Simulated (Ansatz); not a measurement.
A made-up structure of C2HS (charge -1), singlet:

```xyz
4
angstrom
C -0.1102 0.1041 1.5283
C -0.1804 0.1246 0.5043
S -0.4290 0.2482 -0.8926
H 0.7196 -0.4769 -1.1399
```

It is relaxed with PBE-D4/def2-SVPD and then PBE0-D4/def2-TZVPD (Ansatz 0.2.0). Atoms count as bonded within 1.22 times the sum of their covalent radii (H–H: 0.88 Å). The end point is not checked to be a true minimum.

(1) Does its bonding change? (A judgement: the text doesn't fix the answer.)

Results:

(1) Computed: No: no bond forms or breaks.

Where it ends: The first stage lowers the energy by 5.93 eV in 8 steps. It ends as C₂HS ([C][C][SH]), total charge -1:
```xyz
4
angstrom
C -0.1838 0.1581 1.8735
C -0.1962 0.1373 0.6298
S -0.3566 0.1991 -1.0543
H 0.7366 -0.4946 -1.4490
```

Labels in which every atom is bracketed show which atoms are joined, not bond orders.

For scale, one of the runs: PBE0-D4/def2-TZVPD relaxation, 129 basis functions, launched by `ansatz run in.yaml --threads 2 --pin off --events-out ev --progress --plain --max-ram 4352MiB`. Hardware: 2 CPU threads of an Arm Neoverse V1, shared host. Wall time about 14 s.
